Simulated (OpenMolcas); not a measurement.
# singlet [NH2]+: a chain of runs

We compute a single-point energy (UHF/3-21G), then a single-point energy (CASSCF(2,2)/3-21G), then a single-point energy (CASPT2(2,2)/3-21G), then a single-point energy (SC-NEVPT2(2,2)/3-21G), then a single-point energy (MRCI(2,2)/3-21G) of singlet [NH2]+. 

The results are computed with OpenMolcas 26.06.

## Step 1: The structure to begin with

[NH2]+ has 3 atoms, charge +1, and is taken as a singlet. SMILES of the parent species: `[NH2]`. The coordinates come from a GFN2-xTB relaxation. That shape belongs to the parent species and isn't relaxed for this state.

Bond lengths: N1–H2 1.014 Å, N1–H3 1.014 Å. Angles: H2–N1–H3 110.0°.

## Step 2: The energy at UHF/3-21G (run 1)

Input file step1.input:

```
&GATEWAY
 BASLIB = $CurrDir
 COORD
 3
 angstrom
 N        0.307180      -0.182210       0.151440
 H        0.155580       0.820260       0.174790
 H       -0.462760      -0.638040      -0.326220
 BASIS = 3-21G
 GROUP = NoSym

&SEWARD

&SCF
 UHF
 CHARGE = 1
 SCRAMBLE = 0.25
 PRORBITALS = 1 1
```

The basis set 3-21G is read from a file made from the Basis Set Exchange's data (not shown).

Command:

```bash
export MOLCAS_MEM=1860
pymolcas step1.input > step1.log
```

The program printed, shortened:

```text
--- Start Module: gateway ---
[...]
--- Stop Module: gateway /rc=_RC_ALL_IS_WELL_ ---
--- Start Module: seward ---
[...]
      Basis functions           13
--- Stop Module: seward /rc=_RC_ALL_IS_WELL_ ---
--- Start Module: scf ---
[...]
       Convergence after  21 Iterations
[...]
::    Total SCF energy                                -54.8561244894
[...]
      Total spin, S                                     0.5429061705
[...]
      Total electronic charge=    8.000000
      Total            charge=    1.000000
[...]
      Dipole Moment (debye):
      Origin of the operator (angstrom)=    0.2492   -0.1478    0.1229
                   X= -1.6278E+00               Y=  9.6558E-01               Z= -8.0252E-01           Total=  2.0558E+00
      Center of Charge (angstrom)
[...]
--- Stop Module: scf /rc=_RC_ALL_IS_WELL_ ---
[...]
```

It took 2 s on 1 thread of Arm Neoverse V1, shared host; peak memory 0.37 GiB.

## Step 3: The energy at CASSCF(2,2)/3-21G (run 2)

Input file step2.input:

```
>>> EXPORT MOLCAS_PRINT=2

&GATEWAY
 BasLib = $CurrDir
 Coord
 3
 angstrom
 N        0.307180      -0.182210       0.151440
 H        0.155580       0.820260       0.174790
 H       -0.462760      -0.638040      -0.326220
 Basis = 3-21G
 Group = NoSym

&SEWARD

&RASSCF
 FileOrb = $CurrDir/step1.UnaOrb
 Spin = 1
 Nactel = 2 0 0
 Inactive = 3
 Ras2 = 2
 OrbListing = Nothing
 OrbAppear = Compact
```

The basis set 3-21G is read from a file made from the Basis Set Exchange's data (not shown).

Command:

```bash
export MOLCAS_MEM=1860
pymolcas step2.input > step2.log
```

The program printed, shortened:

```text
--- Start Module: gateway ---
[...]
--- Stop Module: gateway /rc=_RC_ALL_IS_WELL_ ---
--- Start Module: seward ---
[...]
      Basis functions           13
--- Stop Module: seward /rc=_RC_ALL_IS_WELL_ ---
--- Start Module: rasscf ---
[...]
      Number of active orbitals                  2
[...]
      Spin quantum number                      0.0
[...]
      Active orbitals                            2
[...]
      Number of CSFs                             3
[...]
      Number of root(s) required                 1
[...]
      Convergence after 23 iterations
[...]
      printout of CI-coefficients larger than  0.05 for root  1
      energy=     -54.838248
      conf/sym  11     Coeff  Weight
             1  20   0.98884 0.97780
             3  02  -0.14901 0.02220
      Natural orbitals and occupation numbers for root  1
      sym 1:   1.955591   0.044409
      ************************************************************************************************************************
      *                                                    Final results                                                     *
[...]
::    RASSCF root number  1 Total energy:    -54.83824839
[...]
      Total electronic charge=    8.000000
      Total            charge=    1.000000
[...]
      Dipole Moment (debye):
      Origin of the operator (angstrom)=    0.2492   -0.1478    0.1229
                   X= -2.0711E+00               Y=  1.2286E+00               Z= -1.0210E+00           Total=  2.6156E+00
      Center of Charge (angstrom)
[...]
--- Stop Module: rasscf /rc=_RC_ALL_IS_WELL_ ---
[...]
```

Wall time 2 s (1 thread of Arm Neoverse V1, shared host); peak memory 0.37 GiB.

## Step 4: A single-point energy at CASPT2(2,2)/3-21G (run 3)

Input file step3.inp:

```
* H2N CASPT2
>>> EXPORT MOLCAS_PRINT=2

&GATEWAY
 BasLib = $CurrDir
 Coord
 3
 angstrom
 N        0.307180      -0.182210       0.151440
 H        0.155580       0.820260       0.174790
 H       -0.462760      -0.638040      -0.326220
 Basis = 3-21G
 Group = NoSym

&SEWARD

&RASSCF
 FileOrb = $CurrDir/step2.RasOrb
 Spin = 1
 Nactel = 2 0 0
 Inactive = 3
 Ras2 = 2
 OrbListing = Nothing
 OrbAppear = Compact

&CASPT2
 Imaginary = 0.1
 Frozen = 1
```

The basis set 3-21G is read from a file made from the Basis Set Exchange's data (not shown).

Command:

```bash
export MOLCAS_MEM=1860
pymolcas step3.inp > step3.log
```

The program printed, shortened:

```text
--- Start Module: gateway ---
[...]
--- Stop Module: gateway /rc=_RC_ALL_IS_WELL_ ---
[...]
      Basis functions           13
[...]
--- Start Module: rasscf ---
[...]
      Number of active orbitals                  2
[...]
      Spin quantum number                      0.0
[...]
      Active orbitals                            2
[...]
      Number of CSFs                             3
[...]
      Number of root(s) required                 1
[...]
      Convergence after  4 iterations
[...]
      printout of CI-coefficients larger than  0.05 for root  1
      energy=     -54.838248
      conf/sym  11     Coeff  Weight
             1  20   0.98884 0.97780
             3  02  -0.14901 0.02220
      Natural orbitals and occupation numbers for root  1
      sym 1:   1.955591   0.044409
      ************************************************************************************************************************
      *                                                    Final results                                                     *
[...]
::    RASSCF root number  1 Total energy:    -54.83824839
[...]
      Total electronic charge=    8.000000
      Total            charge=    1.000000
[...]
      Dipole Moment (debye):
      Origin of the operator (angstrom)=    0.2492   -0.1478    0.1229
                   X= -2.0711E+00               Y=  1.2286E+00               Z= -1.0210E+00           Total=  2.6156E+00
      Center of Charge (angstrom)
[...]
--- Stop Module: rasscf /rc=_RC_ALL_IS_WELL_ ---
--- Start Module: caspt2 ---
[...]
 ###    WARNING: User changed nr of frozen orbitals.                         ###
 ###############################################################################
[...]
      E2 (Variational):          -0.0646319818
      Total energy:             -54.9028803671
[...]
      Reference weight:           0.98174
[...]
::    CASPT2 Root  1     Total energy:    -54.90288037
[...]
--- Stop Module: caspt2 /rc=_RC_ALL_IS_WELL_ ---
[...]
```

It took 1.9 s on 1 thread of Arm Neoverse V1, shared host; peak memory 0.37 GiB.

## Step 5: The energy at SC-NEVPT2(2,2)/3-21G (run 4)

Input file step4.input:

```
&GATEWAY
 BasLib=$CurrDir
 Coord
 3
 angstrom
 N        0.307180      -0.182210       0.151440
 H        0.155580       0.820260       0.174790
 H       -0.462760      -0.638040      -0.326220
 Basis=3-21G
 Group=NoSym

&SEWARD

&RASSCF
 FileOrb=$CurrDir/step2.RasOrb
 Spin=1
 Nactel=2 0 0
 Inactive=3
 Ras2=2
 OrbListing=Nothing
 OrbAppear=Compact

&CASPT2
 SC-NEVPT2
 Frozen=1
```

The basis set 3-21G is read from a file made from the Basis Set Exchange's data (not shown).

Command:

```bash
export MOLCAS_MEM=1860
pymolcas step4.input > step4.log
```

The program printed, shortened:

```text
--- Start Module: gateway ---
[...]
--- Stop Module: gateway /rc=_RC_ALL_IS_WELL_ ---
[...]
      Basis functions           13
[...]
--- Start Module: rasscf ---
[...]
      Number of active orbitals                  2
[...]
      Spin quantum number                      0.0
[...]
      Active orbitals                            2
[...]
      Number of CSFs                             3
[...]
      Number of root(s) required                 1
[...]
      Convergence after  4 iterations
[...]
      printout of CI-coefficients larger than  0.05 for root  1
      energy=     -54.838248
      conf/sym  11     Coeff  Weight
             1  20   0.98884 0.97780
             3  02  -0.14901 0.02220
      Natural orbitals and occupation numbers for root  1
      sym 1:   1.955591   0.044409
      ************************************************************************************************************************
      *                                                    Final results                                                     *
[...]
::    RASSCF root number  1 Total energy:    -54.83824839
[...]
      Total electronic charge=    8.000000
      Total            charge=    1.000000
[...]
      Dipole Moment (debye):
      Origin of the operator (angstrom)=    0.2492   -0.1478    0.1229
                   X= -2.0711E+00               Y=  1.2286E+00               Z= -1.0210E+00           Total=  2.6156E+00
      Center of Charge (angstrom)
[...]
--- Stop Module: rasscf /rc=_RC_ALL_IS_WELL_ ---
--- Start Module: caspt2 ---
[...]
 ###    WARNING: User changed nr of frozen orbitals.                         ###
 ###############################################################################
[...]
      E2 (Variational):          -0.0623116804
[...]
      E2 (Variational):          -0.0623116726
      Total energy:             -54.9005600579
[...]
      Reference weight:           0.98318
[...]
::    SC-NEVPT2 Root  1     Total energy:    -54.90056006
[...]
--- Stop Module: caspt2 /rc=_RC_ALL_IS_WELL_ ---
[...]
```

Run time: 1.8 s. Hardware: 1 thread of Arm Neoverse V1, shared host; peak memory 0.37 GiB.

## Step 6: The energy at MRCI(2,2)/3-21G (run 5)

Input file step5.input:

```
* H2N MRCI
&GATEWAY
BasLib = $CurrDir
Coord
3
angstrom
N        0.307180      -0.182210       0.151440
H        0.155580       0.820260       0.174790
H       -0.462760      -0.638040      -0.326220
Basis = 3-21G
Group = NoSym
&SEWARD
&RASSCF
FileOrb = $CurrDir/step2.RasOrb
Spin = 1
Nactel = 2 0 0
Inactive = 3
Ras2 = 2
OrbListing = Nothing
OrbAppear = Compact
&MOTRA
LumOrb
Frozen = 1
&GUGA
Electrons = 6
Spin = 1
Inactive = 2
Active = 2
CIAll = 1
&MRCI
SDCI
```

The basis set 3-21G is read from a file made from the Basis Set Exchange's data (not shown).

Command:

```bash
export MOLCAS_MEM=1860
pymolcas step5.input > step5.log
```

The program printed, shortened:

```text
--- Start Module: gateway ---
[...]
--- Stop Module: gateway /rc=_RC_ALL_IS_WELL_ ---
[...]
      Basis functions           13
[...]
      Number of active orbitals                  2
[...]
      Spin quantum number                      0.0
[...]
      Active orbitals                            2
[...]
      Number of CSFs                             3
[...]
      Number of root(s) required                 1
[...]
      Convergence after  4 iterations
[...]
      printout of CI-coefficients larger than  0.05 for root  1
      energy=     -54.838248
      conf/sym  11     Coeff  Weight
             1  20   0.98884 0.97780
             3  02  -0.14901 0.02220
      Natural orbitals and occupation numbers for root  1
      sym 1:   1.955591   0.044409
      ************************************************************************************************************************
      *                                                    Final results                                                     *
[...]
::    RASSCF root number  1 Total energy:    -54.83824839
[...]
      Dipole Moment (debye):
      Origin of the operator (angstrom)=    0.2492   -0.1478    0.1229
                   X= -2.0711E+00               Y=  1.2286E+00               Z= -1.0210E+00           Total=  2.6156E+00
      Center of Charge (angstrom)
[...]
      *** WARNING: Default frozen orbitals is overwritten by user input.
      *** Default values:   1
[...]
--- Start Module: guga ---
[...]
--- Stop Module: guga /rc=_RC_ALL_IS_WELL_ ---
--- Start Module: mrci ---
[...]
       (But an ACPF correction will be computed)
       USE THE DEFAULT ACPF G-VALUE GFAC=  0.33333333333333331
[...]
                      CI ENERGY:   -54.91562226
[...]
                ACPF CORRECTION:    -0.00183863
[...]
      Total electronic charge=    8.000000
      Total            charge=    1.000000
[...]
     ACPF CORRECTION:     -0.00183863
[...]
  CI State   1     Total energy:    -54.91562226     QDav:     -0.00279110     QACPF:     -0.00183863
[...]
--- Stop Module: mrci /rc=_RC_ALL_IS_WELL_ ---
[...]
```

Wall time 1.8 s (1 thread of Arm Neoverse V1, shared host); peak memory 0.37 GiB.

## Step 7: Results

```
                                 quantity         value
           run 1, UHF/3-21G: total energy  -54.85612 Eh
            run 1, UHF/3-21G: HOMO energy     -26.62 eV
            run 1, UHF/3-21G: LUMO energy      -8.39 eV
          run 1, UHF/3-21G: HOMO–LUMO gap      18.22 eV
                   run 1, UHF/3-21G: ⟨S²⟩         0.838
   run 2, CASSCF(2,2)/3-21G: total energy  -54.83825 Eh
   run 3, CASPT2(2,2)/3-21G: total energy  -54.90288 Eh
run 4, SC-NEVPT2(2,2)/3-21G: total energy  -54.90056 Eh
     run 5, MRCI(2,2)/3-21G: total energy  -54.91562 Eh
```

In words: ⟨S²⟩ (run 1, UHF/3-21G) is 0.84 where a pure singlet has 0.00: the reference is spin-contaminated. Mulliken charges (run 4, SC-NEVPT2(2,2)/3-21G) of the CASSCF density run from +0.03 on N1 to +0.49 on H2; they depend strongly on the basis.
